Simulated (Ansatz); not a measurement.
`CCC(C)CS`, charge 0, multiplicity 1.

Problem. Give a relaxed structure at PBE0-D4/def2-TZVP (the Gaussian-basis code of Ansatz). (An estimate is asked.)

Solution. The calculation gave: 
Cartesian coordinates in Å:
```
C 2.091 -0.601 -0.228
C 0.761 -0.112 -0.774
C -0.349 -0.022 0.267
C -0.076 1.056 1.308
C -1.706 0.242 -0.378
S -2.324 -1.062 -1.474
H 2.830 -0.695 -1.027
H 2.506 0.078 0.521
H 1.984 -1.585 0.238
H 0.430 -0.783 -1.572
H 0.888 0.877 -1.233
H -0.410 -0.990 0.783
H -0.012 2.042 0.835
H -0.871 1.097 2.057
H 0.863 0.879 1.834
H -2.462 0.444 0.383
H -1.651 1.131 -1.014
H -2.492 -1.997 -0.525
```
This is one stationary point; other conformers may exist.
